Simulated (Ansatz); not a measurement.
**Structure relaxation of CoCuBr3**

Computed with Ansatz, DFT PBE, scalar-relativistic, plane waves, PAW. Cutoff 420 eV, Γ-centred k mesh, Gaussian smearing, collinear spin, first started from parallel moments.

This is the end of a relaxation of cell and atoms.

```yaml
crystal:
  lattice:
    - [5.01818, 0.00000, 0.00000]
    - [0.00000, 5.01818, 0.00000]
    - [0.00000, 0.00000, 5.01818]
  atoms:
    - { symbol: Co, position: [0.00000, 0.00000, 0.00000] }
    - { symbol: Cu, position: [0.50000, 0.50000, 0.50000] }
    - { symbol: Br, position: [0.00000, 0.50000, 0.50000] }
    - { symbol: Br, position: [0.50000, 0.00000, 0.50000] }
    - { symbol: Br, position: [0.50000, 0.50000, 0.00000] }
```

The zero of energy is the elements' standard structures at the same level; no fitted shifts are applied.

Problem. What space group does it have?

Solution. Pm-3m (No. 221). Conventional cell: a = 5.018 Å. Co is coordinated by 12 Br at 3.55 Å; Cu has 6 Br at 2.51 Å; Br has 2 Cu at 2.51 Å.

Problem. What is its formation energy per atom?

Solution. 0.45 eV/atom.

Problem. Is it a metal?

Solution. Yes, bands cross the Fermi level on the 8×8×8 mesh.

Problem. What net moment does it keep?

Solution. 0.50 μB per atom, with site moments up to 2.39 μB.

The final run used a 8×8×8 mesh on its 5-atom cell and 0.10 eV smearing. The k mesh leaves about 4 meV/atom of noise in metals. The cell came from a trial start, so CoCuBr3 may not exist in this structure.

Symmetry holds off the tilts and polar distortions that many cubic perovskites undergo.

Cost: 3 runs of about 1.9 core-minutes in all, on Arm Neoverse V1 (shared hosts).